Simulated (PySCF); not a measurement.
NMR parameters from quadrupole coupling constants

Compound: CH5Al.
Geometry (PBE0-D3(BJ)/def2-SVP, Å), atoms numbered from 1 in this order:
```xyz
7
CH5Al angstrom
C     -0.858   -0.025   -0.249
Al     1.026    0.004    0.275
H     -1.040    0.598   -1.142
H     -1.475    0.413    0.556
H     -1.245   -1.036   -0.449
H      1.785    1.397    0.422
H      1.824   -1.339    0.591
```

Computed at PBE0/pcSseg-1 (PySCF, non-relativistic):

```
atom                    environment  nucleus  spin I   Q (b)  CQ = χzz (MHz)      η
 Al2  aluminium bonded to C and 2 H     27Al     5/2  0.1466          52.770  0.081
```

Q: Which field gradients stand behind these couplings (CQ in MHz = 234.96 × Q in b × Vzz in au)?

A: The tensor is traceless, so η fixes the two smaller values:

```
atom  Vxx (au)  Vyy (au)  Vzz (au)  Vzz (10²¹ V/m²)
 Al2    -0.704    -0.828     1.532            14.89
```

Q: Give the quadrupolar product PQ = |CQ|√(1 + η²/3), the quadrupolar frequency νQ = 3|CQ|/[2I(2I − 1)] and the Larmor frequency ν0 = |g| × 7.62259 MHz/T × B at 14.1 T, with g(27Al) = 1.45660.

A: 
| atom | PQ (MHz) | νQ (MHz) | ν0 (MHz) | νQ/ν0 |
| --- | --- | --- | --- | --- |
| Al2 | 52.83 | 7.916 | 156.55 | 0.051 |

For Al2: PQ = 52.77 × 1.0011, νQ = 52.77 × 0.1500, ν0 = 11.1031 MHz/T × 14.1 T.

Q: Second-order quadrupolar shift of the central transition's centre of gravity (half-integer spins, νQ < ν0/10) at 14.1, 18.8 and 23.5 T.

A: From −(3/40)(PQ/ν0)²[I(I + 1) − 3/4]/[I(2I − 1)]², which goes as 1/B² (ppm):

```
       site  14.1 T  18.8 T  23.5 T
27Al at Al2    -683    -384    -246
```

Q: Quadrupolar 1/T1 and linewidth for τc = 20 ps (extreme narrowing, isotropic tumbling)?

A: Rate = (3π²/10) PQ² τc (2I + 3)/[I²(2I − 1)], the same for T1 and T2; width = rate/π.

| site | spin factor (2I + 3)/[I²(2I − 1)] | 1/T1 (s⁻¹) | T1 (ms) | linewidth (Hz) |
| --- | --- | --- | --- | --- |
| 27Al at Al2 | 0.320 | 52900 | 0.0189 | 16800 |

Solvent, lattice and vibrations would change these gradients. Geometry: PBE0-D3(BJ)/def2-SVP; no solvent, vibrations or thermal averaging. The small basis limits the accuracy of the gradients.

The run behind these numbers computed NMR shieldings as well. Time: 2.6 s wall. Hardware: Arm Neoverse V1, one thread, shared host.
